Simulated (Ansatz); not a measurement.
# HO: ladder of basis sets in Python

How does the energy of HO converge with the basis? Aim: a ladder of basis sets, for HO, run from a script.

Program: Ansatz 0.2.0, driven from Python. The levels of theory stand in the script. These are calculated values, not measurements.

**1. Starting point**

Bond lengths: H1–O2 0.920 Å.

The script holds or builds the structure itself.

**2. The script**

ho.py

```python
import warnings

import ansatz

params = {
    "level": "CCSD(T)",
}

warnings.simplefilter("ignore", ansatz.DeckWarning)

system = (
    ansatz.Crystal.molecule()
    .atom("H", (0.0, 0.0, 0.0))
    .atom("O", (0.0, 0.0, 0.92))
)

base = (
    system.calculation()
    .correlation(params["level"])
    .spin("collinear", total=1)
)

energies = {}
for basis in ["aug-cc-pVDZ", "aug-cc-pVTZ"]:
    report = base.basis(gaussian=basis).run(threads=1, pin="off").report
    size = report["n_frozen"] + report["n_occupied"][0] + report["n_virtual"][0]
    energies[basis] = (report["reference_energy_ev"] / 27.211386246, report["free_energy_ev"] / 27.211386246)
    print(f"{basis:14s} {size:4d} orbitals  reference {energies[basis][0]:14.6f} Ha  total {energies[basis][1]:14.6f} Ha")

small, large = (energies[b][1] - energies[b][0] for b in ("aug-cc-pVDZ", "aug-cc-pVTZ"))
limit = (3 ** 3 * large - 2 ** 3 * small) / (3 ** 3 - 2 ** 3)
print(f"correlation energy: {small:.6f} and {large:.6f} Ha, extrapolated {limit:.6f} Ha")
print(f"share caught by the larger set: {100 * large / limit:.1f} %")
```

**3. The input behind the calls**

The engine receives this input (first run):

```yaml
crystal:
  periodic: [false, false, false]
  atoms:
    - { symbol: H, position_ang: [0.0, 0.0, 0.0] }
    - { symbol: O, position_ang: [0.0, 0.0, 0.92] }
basis:
  gaussian:
    orbitals: aug-cc-pVDZ
magnetization:
  spin_polarized: true
  initial_magnetization: 1.0
correlation:
  method: ccsd_t
```

**4. Running it**

Command:

```console
$ python ho.py
```

**Question.** How far does the total energy move along this ladder of basis sets?

**Answer**, as computed:

| quantity | value |
| --- | --- |
| extrapolated correlation energy | -0.240368 Ha |
| runs compared | 2 |
| correlation energy, last run | -6.038 eV |

In words: Against aug-cc-pVDZ: aug-cc-pVTZ -62.2 mHa. The last step alone is -62.22 mHa. Notes:
- Total energies depend on the basis set; only differences at equal settings carry meaning.
- The geometry is a force-field or estimated start, not a minimum of this method, and the last set is no limit.
- The species is open-shell (spin multiplicity 2).
- Inner cores stay frozen, so this is valence correlation.
- The spin state was assumed, and another may lie lower.
- An extrapolation from small basis sets is rough.
